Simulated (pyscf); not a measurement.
Single points on ωB97X-D3(BJ)/def2-SVP structures (PySCF, gas phase).

### Question
What is the homolytic dissociation enthalpy (298 K, ωB97M-D3(BJ)/def2-TZVP) of the Cl–Si bond of H₃C–CH(CH₃)–SiH₂–Cl (SMILES CC(C)[SiH2]Cl), to H₃C–CH(CH₃)–SiH₂• + Cl•?

### Answer
Cl–Si to H₃C–CH(CH₃)–SiH₂• + Cl•: 4.94 eV. The 7 functionals that were run give +4.72 (B3LYP-D3(BJ)) to +5.00 eV (ωB97X-D3(BJ)/def2-TZVP). H₃C–CH(CH₃)–SiH₂–Cl lies 1.19 eV over its isomer H₃C–Si(CH₃)(CH₃)–Cl (electronic energy, ωB97M-D3(BJ)/def2-TZVP). H₃C–CH(CH₃)–SiH₂• lies 0.96 eV over its isomer H₃C–Si•(CH₃)–CH₃ (electronic energy, ωB97M-D3(BJ)/def2-TZVP). Left out: the spin-orbit lowering of Cl.
